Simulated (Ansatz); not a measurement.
Equilibrium volume per atom (Å³/atom) of solids drawn from the class of elemental solids other than molecular ones, at two levels: LDA (plane waves, PAW; Ansatz, an electronic-structure program), and PBEsol in Ansatz (PAW).

| solid | LDA | PBEsol |
|---|---|---|
| hcp Zr | 21.78 | 22.46 |
| hcp Ti | 16.11 | 16.73 |
| hcp Re | 14.33 | 14.55 |
| hcp Ru | 13.09 | 13.32 |
| body-centred tetragonal In | 24.60 | ? |
| hcp Lu | 25.99 | 27.48 |
| hcp Y | 29.93 | 31.33 |
| hcp Cd | 20.06 | ? |
| α-phase Ga | 18.36 | 19.06 |
| hcp Mg | 21.61 | 22.51 |

Problem. Estimate the withheld PBEsol values from the other rows.

Solution. One way: carry over the typical ratio. The ratios PBEsol / LDA of the other rows, in order: 1.0154, 1.0176, 1.0312, 1.0381, 1.0385, 1.0416, 1.0468, 1.0573; median 1.03830. Body-centred tetragonal In: 24.60 × 1.03830 = 25.54 Å³/atom; the run gives 25.55 Å³/atom. hcp Cd: 20.06 × 1.03830 = 20.83 Å³/atom; the run gives 21.02 Å³/atom. The ratios spread from 1.0154 to 1.0573, so such an estimate is rough.

Of 10 rows, PBEsol is the larger in 10 and the smaller in 0.

Ansatz's runs of these crystals have no spin polarisation.

Spin–orbit coupling is left out, also for the solids with elements from indium on (hcp Re, body-centred tetragonal In, hcp Lu); its size isn't shown.

Ansatz's density-functional and Hartree–Fock values are scalar-relativistic unless marked +SOC, with PAW data made under PBE.
